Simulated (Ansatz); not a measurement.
Relaxation of H4O2Si (7 atoms, charge 0, multiplicity 1), to a largest force component of 0.03 eV/Å in at most 50 steps.

Theory: RKS LDA/def2-mTZVP in Ansatz.

```xyz
7
Properties=species:S:1:pos:R:3
Si 0.103 -0.017 0.184
H 0.326 -0.045 1.623
O 1.711 -0.204 -0.151
H 2.224 -0.760 0.458
H -0.352 1.227 -0.476
O -0.953 -1.156 -0.353
H -0.978 -2.013 0.110
```

Q: Where does it end, and by what steps?

A: The forces met the threshold. After 5 steps the energy has fallen by 0.206 eV; H2 moved furthest, 0.27 Å.

| step | energy less start (eV) | largest force component (eV/Å) | accepted |
| --- | --- | --- | --- |
| 0 | 0.0000 | 1.058 | yes |
| 1 | -0.1879 | 0.342 | yes |
| 2 | -0.2017 | 0.220 | yes |
| 3 | -0.2048 | 0.103 | yes |
| 4 | -0.2051 | 0.153 | yes |
| 5 | -0.2061 | 0.009 | yes |

```xyz
7
Properties=species:S:1:pos:R:3
Si 0.145 -0.024 0.218
H 0.082 0.006 1.718
O 1.715 -0.240 -0.239
H 2.289 -0.769 0.343
H -0.289 1.236 -0.436
O -0.897 -1.169 -0.348
H -0.964 -2.009 0.138
```

Time of the run: 9 s on 1 thread of Arm Neoverse V1 (shared host), peak memory 0.13 GiB.
